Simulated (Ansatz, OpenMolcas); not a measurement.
**BClO (boron chloride oxide): the vertical energy of the triplet above the singlet, rung by rung**

BClO has 3 atoms, charge 0, and is taken as a singlet. As SMILES, `O=BCl`. The shape is that of a GFN2-xTB optimisation.

```xyz
3

O     1.0196    0.6062    0.6270
B     0.1131    0.0666    0.0695
Cl   -1.1326   -0.6728   -0.6965
```

Each level gives the vertical energy of the triplet above the singlet (eV). The values are calculated.

```csv
level,kind,program,value (eV),less FCI/STO-3G,CPU time (all runs)
SVWN5/STO-3G,LDA,OpenMolcas,8.42,+0.39,7.8 s
BLYP/STO-3G,GGA,Ansatz,8.12,+0.09,66 s
PBE/STO-3G,GGA,OpenMolcas,8.16,+0.13,8.8 s
HSE06/STO-3G,range-separated hybrid,Ansatz,7.96,-0.07,26 s
B2PLYP/STO-3G,double hybrid,Ansatz,8.29,+0.26,52 s
"CASSCF(2,2)/STO-3G",multireference,OpenMolcas,7.37,-0.66,3.4 s
"MRCI(2,2)/STO-3G",multireference,OpenMolcas,8.35,+0.32,3.5 s
CCSDTQ/STO-3G,coupled cluster or CI,Ansatz,8.03,0.00,75 s
FCI/STO-3G,exact in the basis,Ansatz,8.03,0.00,2.7 s
```

FCI/STO-3G is exact within its basis and frozen core, so for wave-function methods in that basis the difference is their error; functionals converge differently with the basis, so for them it is only a difference. The values span 7.37 to 8.42 eV. All rows use very small basis sets, so none should be taken for the real molecule's value. The upper state's dipole differs much between rows, so they may not all be the same state. CPU times are rough (shared hosts, several kinds of processor and program).
